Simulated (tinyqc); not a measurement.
Inside a calculation (part 1 of 2). Method: RKS/PBE0 in the sto-3g basis, for HF, spin multiplicity 1. Computed by tinyqc, a small Python program that keeps every step (integrals from PySCF). Settings: charge = 0, multiplicity = 1, basis = sto-3g, energy threshold = 1e-09, iteration cap = 90, orthogonalisation = symmetric, start = core, DIIS depth = 4, method = RKS, functional = pbe0, grid = [10, 14]. Command: `OMP_NUM_THREADS=1 python tinyqc.py 22447 22448 out.jsonl` (the two numbers bound the seeds that draw the settings). One thread of a shared host (Intel(R) Xeon(R) Processor @ 2.60GHz), about 0.6 s of CPU time with the checks. Later iterations appear only in the table of the cycle.

## One-electron integrals

Geometry (angstrom):
```
atom        x        y        z
F     0.00000  0.00000  0.00000
H     0.00000  0.00000  0.92100
```

Basis sto-3g: exponents (1/bohr^2) and contraction coefficients of normalised primitives:
```
element  l (shell)   exponent  coefficient
F            s (1)  166.67913      0.15433
F            s (1)   30.36081      0.53533
F            s (1)    8.21682      0.44463
F            s (2)    6.46480     -0.09997
F            s (2)    1.50228      0.39951
F            s (2)    0.48859      0.70012
F            p (3)    6.46480      0.15592
F            p (3)    1.50228      0.60768
F            p (3)    0.48859      0.39196
H            s (1)    3.42525      0.15433
H            s (1)    0.62391      0.53533
H            s (1)    0.16886      0.44463
```

Overlap, kinetic and nuclear-attraction integrals over the contracted functions; the nuclear repulsion is the sum of Za Zb / Rab.

nuclear repulsion = 5.1711128 hartree

overlap S:
```
          1F 1s    1F 2s   1F 2px   1F 2py   1F 2pz    2H 1s
1F 1s   1.00000  0.23799  0.00000  0.00000  0.00000  0.04901
1F 2s   0.23799  1.00000  0.00000  0.00000  0.00000  0.44619
1F 2px  0.00000  0.00000  1.00000  0.00000  0.00000  0.00000
1F 2py  0.00000  0.00000  0.00000  1.00000  0.00000  0.00000
1F 2pz  0.00000  0.00000  0.00000  0.00000  1.00000  0.34786
2H 1s   0.04901  0.44619  0.00000  0.00000  0.34786  1.00000
```

kinetic energy T (hartree):
```
           1F 1s     1F 2s   1F 2px   1F 2py   1F 2pz     2H 1s
1F 1s   36.98458  -0.21286  0.00000  0.00000  0.00000  -0.00007
1F 2s   -0.21286   1.03800  0.00000  0.00000  0.00000   0.12651
1F 2px   0.00000   0.00000  3.24801  0.00000  0.00000   0.00000
1F 2py   0.00000   0.00000  0.00000  3.24801  0.00000   0.00000
1F 2pz   0.00000   0.00000  0.00000  0.00000  3.24801   0.27140
2H 1s   -0.00007   0.12651  0.00000  0.00000  0.27140   0.76003
```

nuclear attraction V (hartree):
```
            1F 1s      1F 2s     1F 2px     1F 2py     1F 2pz     2H 1s
1F 1s   -77.58415   -9.31355    0.00000    0.00000   -0.01493  -1.97699
1F 2s    -9.31355  -12.11141    0.00000    0.00000   -0.17867  -4.19243
1F 2px    0.00000    0.00000  -11.97992    0.00000    0.00000   0.00000
1F 2py    0.00000    0.00000    0.00000  -11.97992    0.00000   0.00000
1F 2pz   -0.01493   -0.17867    0.00000    0.00000  -12.09580  -2.90500
2H 1s    -1.97699   -4.19243    0.00000    0.00000   -2.90500  -6.18103
```

core Hamiltonian H = T + V (hartree):
```
            1F 1s      1F 2s    1F 2px    1F 2py    1F 2pz     2H 1s
1F 1s   -40.59957   -9.52641   0.00000   0.00000  -0.01493  -1.97705
1F 2s    -9.52641  -11.07342   0.00000   0.00000  -0.17867  -4.06592
1F 2px    0.00000    0.00000  -8.73190   0.00000   0.00000   0.00000
1F 2py    0.00000    0.00000   0.00000  -8.73190   0.00000   0.00000
1F 2pz   -0.01493   -0.17867   0.00000   0.00000  -8.84779  -2.63360
2H 1s    -1.97705   -4.06592   0.00000   0.00000  -2.63360  -5.42100
```

## Two-electron integrals

Functions are numbered as in S; the eight-fold symmetry (ij|kl) = (ji|kl) = (kl|ij) leaves the list below.

Two-electron integrals (ij|kl) in chemists' order, unique and non-zero (hartree):
```
(11|11) 5.40350   (21|11) 0.84192   (21|21) 0.15630   (22|11) 1.26803
(22|21) 0.29234   (22|22) 0.92617   (31|31) 0.02800   (32|31) 0.04317
(32|32) 0.20459   (33|11) 1.26450   (33|21) 0.29240   (33|22) 0.92596
(33|33) 0.99751   (41|41) 0.02800   (42|41) 0.04317   (42|42) 0.20459
(43|43) 0.05377   (44|11) 1.26450   (44|21) 0.29240   (44|22) 0.92596
(44|33) 0.88997   (44|44) 0.99751   (51|51) 0.02800   (52|51) 0.04317
(52|52) 0.20459   (53|53) 0.05377   (54|54) 0.05377   (55|11) 1.26450
(55|21) 0.29240   (55|22) 0.92596   (55|33) 0.88997   (55|44) 0.88997
(55|55) 0.99751   (61|11) 0.17632   (61|21) 0.03243   (61|22) 0.06020
(61|33) 0.06011   (61|44) 0.06011   (61|51) 0.00132   (61|52) 0.00247
(61|55) 0.06038   (61|61) 0.00680   (62|11) 0.42067   (62|21) 0.09818
(62|22) 0.34405   (62|33) 0.33920   (62|44) 0.33920   (62|51) 0.00664
(62|52) 0.05058   (62|55) 0.35342   (62|61) 0.02063   (62|62) 0.15373
(63|31) 0.01059   (63|32) 0.06155   (63|53) 0.01080   (63|63) 0.02348
(64|41) 0.01059   (64|42) 0.06155   (64|54) 0.01080   (64|64) 0.02348
(65|11) 0.27484   (65|21) 0.06500   (65|22) 0.24398   (65|33) 0.23335
(65|44) 0.23335   (65|51) 0.01446   (65|52) 0.09591   (65|55) 0.26498
(65|61) 0.01427   (65|62) 0.13359   (65|65) 0.13876   (66|11) 0.54979
(66|21) 0.13042   (66|22) 0.52495   (66|33) 0.50649   (66|44) 0.50649
(66|51) 0.01179   (66|52) 0.12410   (66|55) 0.56127   (66|61) 0.02762
(66|62) 0.29184   (66|65) 0.29456   (66|66) 0.77461
```

## Orthogonalisation

S = U s U^T; symmetric (Loewdin) form X = U s^(-1/2) U^T, so that X^T S X = 1.

eigenvalues of S: 0.41585  0.84570  1.00000  1.00000  1.12369  1.61476

X:
```
           1F 1s     1F 2s   1F 2px   1F 2py    1F 2pz     2H 1s
1F 1s    1.02329  -0.13331  0.00000  0.00000  -0.00752   0.02263
1F 2s   -0.13331   1.12525  0.00000  0.00000   0.07866  -0.28905
1F 2px   0.00000   0.00000  1.00000  0.00000   0.00000   0.00000
1F 2py   0.00000   0.00000  0.00000  1.00000   0.00000   0.00000
1F 2pz  -0.00752   0.07866  0.00000  0.00000   1.06003  -0.22134
2H 1s    0.02263  -0.28905  0.00000  0.00000  -0.22134   1.15986
```

## Starting guess

The start is the orbitals of the core Hamiltonian; D = 2 C_occ C_occ^T.

D at the start:
```
           1F 1s     1F 2s   1F 2px   1F 2py    1F 2pz     2H 1s
1F 1s    2.12779  -0.55401  0.00000  0.00000  -0.04045   0.08445
1F 2s   -0.55401   2.39970  0.00000  0.00000   0.24384  -0.36647
1F 2px   0.00000   0.00000  2.00000  0.00000   0.00000   0.00000
1F 2py   0.00000   0.00000  0.00000  2.00000   0.00000   0.00000
1F 2pz  -0.04045   0.24384  0.00000  0.00000   2.20576  -0.37030
2H 1s    0.08445  -0.36647  0.00000  0.00000  -0.37030   0.10683
```

## Iteration 1: exchange-correlation on the grid

Becke grid with 10 radial and 14 angular points per atom, points of zero weight dropped. rho = sum D_ij phi_i phi_j; V_xc,ij = sum w v_xc phi_i phi_j plus the gradient terms; v_xc is d(rho eps)/d rho at fixed gradient. Exact exchange is left to K.

The 8 grid points with the largest w rho, of 272 (bohr, atomic units):
```
x                y         z        w      rho  |grad rho|^2    eps_xc      v_xc
0.68745    0.68745  -0.68745  0.85560  0.30938       1.20142  -0.44891  -0.52840
-0.68745   0.68745  -0.68745  0.85560  0.30938       1.20142  -0.44891  -0.52840
-0.68745  -0.68745  -0.68745  0.85560  0.30938       1.20142  -0.44891  -0.52840
0.68745   -0.68745  -0.68745  0.85560  0.30938       1.20142  -0.44891  -0.52840
-0.38292  -0.38292   0.38292  0.17443  1.43453       8.91461  -0.69777  -0.91209
0.38292    0.38292   0.38292  0.17443  1.43453       8.91461  -0.69777  -0.91209
-0.38292   0.38292   0.38292  0.17443  1.43453       8.91461  -0.69777  -0.91209
0.38292   -0.38292   0.38292  0.17443  1.43453       8.91461  -0.69777  -0.91209
```

electrons on the grid, sum of w rho = 9.94170

E_xc = sum of w rho eps_xc = -8.4748792 hartree

V_xc (hartree):
```
           1F 1s     1F 2s    1F 2px    1F 2py    1F 2pz     2H 1s
1F 1s   -2.54332  -0.36108   0.00000   0.00000  -0.00166  -0.07665
1F 2s   -0.36108  -0.72345   0.00000   0.00000   0.00116  -0.23399
1F 2px   0.00000   0.00000  -0.71520   0.00000   0.00000   0.00000
1F 2py   0.00000   0.00000   0.00000  -0.71520   0.00000   0.00000
1F 2pz  -0.00166   0.00116   0.00000   0.00000  -0.71182  -0.14561
2H 1s   -0.07665  -0.23399   0.00000   0.00000  -0.14561  -0.23236
```

## Iteration 1: building the Kohn-Sham matrix

J_ij = sum D_kl (ij|kl), K_ij = sum D_kl (ik|jl); F = H + J - 0.125 K + V_xc; E = tr D H + tr D J / 2 - 0.0625 tr D K + E_xc + E_nn.

Coulomb J (hartree):
```
           1F 1s    1F 2s   1F 2px   1F 2py   1F 2pz    2H 1s
1F 1s   21.03140  4.03368  0.00000  0.00000  0.00470  0.83682
1F 2s    4.03368  9.97637  0.00000  0.00000  0.00185  3.59547
1F 2px   0.00000  0.00000  9.96950  0.00000  0.00000  0.00000
1F 2py   0.00000  0.00000  0.00000  9.96950  0.00000  0.00000
1F 2pz   0.00470  0.00185  0.00000  0.00000  9.96368  2.49492
2H 1s    0.83682  3.59547  0.00000  0.00000  2.49492  5.26398
```

exchange K (hartree):
```
           1F 1s    1F 2s   1F 2px   1F 2py   1F 2pz    2H 1s
1F 1s   11.11924  1.95083  0.00000  0.00000  0.00195  0.42523
1F 2s    1.95083  3.24417  0.00000  0.00000  0.00809  1.03355
1F 2px   0.00000  0.00000  2.67505  0.00000  0.00000  0.00000
1F 2py   0.00000  0.00000  0.00000  2.67505  0.00000  0.00000
1F 2pz   0.00195  0.00809  0.00000  0.00000  2.66877  0.53336
2H 1s    0.42523  1.03355  0.00000  0.00000  0.53336  0.47985
```

Kohn-Sham matrix F (hartree):
```
            1F 1s     1F 2s   1F 2px   1F 2py    1F 2pz     2H 1s
1F 1s   -23.50140  -6.09766  0.00000  0.00000  -0.01214  -1.27003
1F 2s    -6.09766  -2.22602  0.00000  0.00000  -0.17667  -0.83363
1F 2px    0.00000   0.00000  0.18802  0.00000   0.00000   0.00000
1F 2py    0.00000   0.00000  0.00000  0.18802   0.00000   0.00000
1F 2pz   -0.01214  -0.17667  0.00000  0.00000   0.07047  -0.35097
2H 1s    -1.27003  -0.83363  0.00000  0.00000  -0.35097  -0.44936
```

total energy of this density = -97.8745642 hartree

## Iteration 1: diagonalisation and new density

Diagonalise F' = X^T F X, C = X C', fill 5 alpha and 5 beta electrons from the bottom; D = 2 C_occ C_occ^T. Each column has its largest component positive (the first on a tie).

F' = X^T F X (hartree):
```
           1         2        3        4         5         6
1  -23.03906  -3.25974  0.00000  0.00000  -0.02626  -0.19140
2   -3.25974  -1.01460  0.00000  0.00000  -0.03802  -0.40569
3    0.00000   0.00000  0.18802  0.00000   0.00000   0.00000
4    0.00000   0.00000  0.00000  0.18802   0.00000   0.00000
5   -0.02626  -0.03802  0.00000  0.00000   0.20951  -0.37443
6   -0.19140  -0.40569  0.00000  0.00000  -0.37443  -0.06930
```

orbital energies (hartree): MO1 -23.51406, MO2 -0.79646, MO3 -0.11065, MO4 0.18802, MO5 0.18802, MO6 0.50772

coefficients C:
```
             MO1       MO2       MO3       MO4      MO5       MO6
1F 1s    0.99372  -0.22286  -0.15333   0.00000  0.00000  -0.06932
1F 2s    0.02668   0.78667   0.73481   0.00000  0.00000   0.46280
1F 2px   0.00000   0.00000   0.00000   0.94138  0.33735   0.00000
1F 2py   0.00000   0.00000   0.00000  -0.33735  0.94138   0.00000
1F 2pz   0.00309   0.18559  -0.47892   0.00000  0.00000   0.95660
2H 1s   -0.00715   0.33307  -0.68709   0.00000  0.00000  -0.94618
```

D after iteration 1:
```
           1F 1s     1F 2s   1F 2px   1F 2py    1F 2pz     2H 1s
1F 1s    2.12133  -0.52294  0.00000  0.00000   0.07028   0.04803
1F 2s   -0.52294   2.31903  0.00000  0.00000  -0.41167  -0.48612
1F 2px   0.00000   0.00000  2.00000  0.00000   0.00000   0.00000
1F 2py   0.00000   0.00000  0.00000  2.00000   0.00000   0.00000
1F 2pz   0.07028  -0.41167  0.00000  0.00000   0.52763   0.78170
2H 1s    0.04803  -0.48612  0.00000  0.00000   0.78170   1.16617
```

Within a degenerate level the vectors are fixed only up to a rotation; this is one choice.

## Iteration 2: exchange-correlation on the grid

As before.

The 8 grid points with the largest w rho, of 272 (bohr, atomic units):
```
x                y         z        w      rho  |grad rho|^2    eps_xc      v_xc
-0.68745   0.68745  -0.68745  0.85560  0.27706       0.98899  -0.43586  -0.50746
0.68745    0.68745  -0.68745  0.85560  0.27706       0.98899  -0.43586  -0.50746
-0.68745  -0.68745  -0.68745  0.85560  0.27706       0.98899  -0.43586  -0.50746
0.68745   -0.68745  -0.68745  0.85560  0.27706       0.98899  -0.43586  -0.50746
0.00000    1.19069   0.00000  0.75820  0.30981       1.21259  -0.44924  -0.52839
1.19069    0.00000   0.00000  0.75820  0.30981       1.21259  -0.44924  -0.52839
-1.19069   0.00000   0.00000  0.75820  0.30981       1.21259  -0.44924  -0.52839
0.00000   -1.19069   0.00000  0.75820  0.30981       1.21259  -0.44924  -0.52839
```

electrons on the grid, sum of w rho = 9.95639

E_xc = sum of w rho eps_xc = -7.9599050 hartree

V_xc (hartree):
```
           1F 1s     1F 2s    1F 2px    1F 2py    1F 2pz     2H 1s
1F 1s   -2.53423  -0.35188   0.00000   0.00000   0.00154  -0.07442
1F 2s   -0.35188  -0.69073   0.00000   0.00000   0.00413  -0.24860
1F 2px   0.00000   0.00000  -0.69515   0.00000   0.00000   0.00000
1F 2py   0.00000   0.00000   0.00000  -0.69515   0.00000   0.00000
1F 2pz   0.00154   0.00413   0.00000   0.00000  -0.65407  -0.17648
2H 1s   -0.07442  -0.24860   0.00000   0.00000  -0.17648  -0.40717
```

## Iteration 2: building the Kohn-Sham matrix

As before.

Coulomb J (hartree):
```
           1F 1s    1F 2s   1F 2px   1F 2py    1F 2pz    2H 1s
1F 1s   19.92664  3.78575  0.00000  0.00000  -0.00158  0.78527
1F 2s    3.78575  9.38927  0.00000  0.00000   0.08335  3.49183
1F 2px   0.00000  0.00000  9.39993  0.00000   0.00000  0.00000
1F 2py   0.00000  0.00000  0.00000  9.39993   0.00000  0.00000
1F 2pz  -0.00158  0.08335  0.00000  0.00000   9.34114  2.50903
2H 1s    0.78527  3.49183  0.00000  0.00000   2.50903  5.55159
```

exchange K (hartree):
```
           1F 1s     1F 2s   1F 2px   1F 2py    1F 2pz    2H 1s
1F 1s   11.06669   1.89050  0.00000  0.00000   0.00830  0.41054
1F 2s    1.89050   3.03320  0.00000  0.00000  -0.07455  1.18324
1F 2px   0.00000   0.00000  2.60506  0.00000   0.00000  0.00000
1F 2py   0.00000   0.00000  0.00000  2.60506   0.00000  0.00000
1F 2pz   0.00830  -0.07455  0.00000  0.00000   1.71431  0.88533
2H 1s    0.41054   1.18324  0.00000  0.00000   0.88533  1.49123
```

Kohn-Sham matrix F (hartree):
```
            1F 1s     1F 2s    1F 2px    1F 2py    1F 2pz     2H 1s
1F 1s   -24.59050  -6.32884   0.00000   0.00000  -0.01600  -1.31752
1F 2s    -6.32884  -2.75403   0.00000   0.00000  -0.08187  -0.97060
1F 2px    0.00000   0.00000  -0.35275   0.00000   0.00000   0.00000
1F 2py    0.00000   0.00000   0.00000  -0.35275   0.00000   0.00000
1F 2pz   -0.01600  -0.08187   0.00000   0.00000  -0.37500  -0.41172
2H 1s    -1.31752  -0.97060   0.00000   0.00000  -0.41172  -0.46299
```

total energy of this density = -98.5666231 hartree

## Iteration 2: DIIS over 2 matrices

error matrix X^T (FDS - SDF) X:
```
          1         2        3        4         5         6
1   0.00000  -0.00410  0.00000  0.00000  -0.00210   0.01599
2   0.00410   0.00000  0.00000  0.00000  -0.11763  -0.02549
3   0.00000   0.00000  0.00000  0.00000   0.00000   0.00000
4   0.00000   0.00000  0.00000  0.00000   0.00000   0.00000
5   0.00210   0.11763  0.00000  0.00000   0.00000  -0.47217
6  -0.01599   0.02549  0.00000  0.00000   0.47217   0.00000
```

B (overlaps of the stored error matrices):
```
                1               2
1   1.9521520e+00  -7.5928055e-01
2  -7.5928055e-01   4.7540961e-01
```

Minimise |sum c_i e_i|^2 with sum c_i = 1: solve [B -1; -1 0][c; lambda] = [0; -1] with B_ij = tr e_i^T e_j, and take F = sum c_i F_i.

DIIS coefficients: 0.31289  0.68711

extrapolated F (hartree):
```
            1F 1s     1F 2s    1F 2px    1F 2py    1F 2pz     2H 1s
1F 1s   -24.24974  -6.25651   0.00000   0.00000  -0.01479  -1.30266
1F 2s    -6.25651  -2.58882   0.00000   0.00000  -0.11153  -0.92774
1F 2px    0.00000   0.00000  -0.18355   0.00000   0.00000   0.00000
1F 2py    0.00000   0.00000   0.00000  -0.18355   0.00000   0.00000
1F 2pz   -0.01479  -0.11153   0.00000   0.00000  -0.23562  -0.39271
2H 1s    -1.30266  -0.92774   0.00000   0.00000  -0.39271  -0.45872
```

## Iteration 2: diagonalisation and new density

As before.

F' = X^T F X (hartree):
```
           1         2         3         4         5         6
1  -23.78656  -3.28661   0.00000   0.00000  -0.03590  -0.19633
2   -3.28661  -1.37010   0.00000   0.00000   0.02255  -0.43683
3    0.00000   0.00000  -0.18355   0.00000   0.00000   0.00000
4    0.00000   0.00000   0.00000  -0.18355   0.00000   0.00000
5   -0.03590   0.02255   0.00000   0.00000  -0.10333  -0.38115
6   -0.19633  -0.43683   0.00000   0.00000  -0.38115  -0.03432
```

orbital energies (hartree): MO1 -24.26126, MO2 -1.07277, MO3 -0.35790, MO4 -0.18355, MO5 -0.18355, MO6 0.39763

coefficients C:
```
             MO1       MO2       MO3       MO4      MO5       MO6
1F 1s    0.99408  -0.24807   0.09294   0.00000  0.00000   0.08428
1F 2s    0.02524   0.92173  -0.46758   0.00000  0.00000  -0.55213
1F 2px   0.00000   0.00000   0.00000   0.99971  0.02405   0.00000
1F 2py   0.00000   0.00000   0.00000  -0.02405  0.99971   0.00000
1F 2pz   0.00299   0.12245   0.70214   0.00000  0.00000  -0.81908
2H 1s   -0.00676   0.17297   0.50941   0.00000  0.00000   1.09036
```

D after iteration 2:
```
           1F 1s     1F 2s   1F 2px   1F 2py    1F 2pz     2H 1s
1F 1s    2.11674  -0.49404  0.00000  0.00000   0.07572  -0.00457
1F 2s   -0.49404   2.13770  0.00000  0.00000  -0.43073  -0.15786
1F 2px   0.00000   0.00000  2.00000  0.00000   0.00000   0.00000
1F 2py   0.00000   0.00000  0.00000  2.00000   0.00000   0.00000
1F 2pz   0.07572  -0.43073  0.00000  0.00000   1.01599   0.75766
2H 1s   -0.00457  -0.15786  0.00000  0.00000   0.75766   0.57892
```

Within a degenerate level the vectors are fixed only up to a rotation; this is one choice.

## Iteration 6 (converged): orbitals

converged F (hartree):
```
            1F 1s     1F 2s    1F 2px    1F 2py    1F 2pz     2H 1s
1F 1s   -24.28802  -6.26371   0.00000   0.00000  -0.02038  -1.30445
1F 2s    -6.26371  -2.59402   0.00000   0.00000  -0.12650  -0.94275
1F 2px    0.00000   0.00000  -0.18950   0.00000   0.00000   0.00000
1F 2py    0.00000   0.00000   0.00000  -0.18950   0.00000   0.00000
1F 2pz   -0.02038  -0.12650   0.00000   0.00000  -0.24905  -0.41851
2H 1s    -1.30445  -0.94275   0.00000   0.00000  -0.41851  -0.49941
```

As before.

F' = X^T F X (hartree):
```
           1         2         3         4         5         6
1  -23.82472  -3.28945   0.00000   0.00000  -0.04048  -0.19492
2   -3.28945  -1.37042   0.00000   0.00000   0.01368  -0.44226
3    0.00000   0.00000  -0.18950   0.00000   0.00000   0.00000
4    0.00000   0.00000   0.00000  -0.18950   0.00000   0.00000
5   -0.04048   0.01368   0.00000   0.00000  -0.11023  -0.39803
6   -0.19492  -0.44226   0.00000   0.00000  -0.39803  -0.06872
```

orbital energies (hartree): MO1 -24.29947, MO2 -1.08711, MO3 -0.37786, MO4 -0.18950, MO5 -0.18950, MO6 0.39035

coefficients C:
```
             MO1       MO2       MO3      MO4       MO5       MO6
1F 1s    0.99411  -0.24470   0.10160  0.00000   0.00000   0.08383
1F 2s    0.02514   0.90468  -0.50448  0.00000   0.00000  -0.54784
1F 2px   0.00000   0.00000   0.00000  0.44844   0.89381   0.00000
1F 2py   0.00000   0.00000   0.00000  0.89381  -0.44844   0.00000
1F 2pz   0.00325   0.13991   0.68427  0.00000   0.00000  -0.83131
2H 1s   -0.00681   0.19320   0.52214  0.00000   0.00000   1.08089
```

D after iteration 6:
```
           1F 1s     1F 2s   1F 2px   1F 2py    1F 2pz     2H 1s
1F 1s    2.11689  -0.49526  0.00000  0.00000   0.07703  -0.00200
1F 2s   -0.49526   2.14714  0.00000  0.00000  -0.43709  -0.17759
1F 2px   0.00000   0.00000  2.00000  0.00000   0.00000   0.00000
1F 2py   0.00000   0.00000  0.00000  2.00000   0.00000   0.00000
1F 2pz   0.07703  -0.43709  0.00000  0.00000   0.97563   0.76860
2H 1s   -0.00200  -0.17759  0.00000  0.00000   0.76860   0.62001
```

Within a degenerate level the vectors are fixed only up to a rotation; this is one choice.
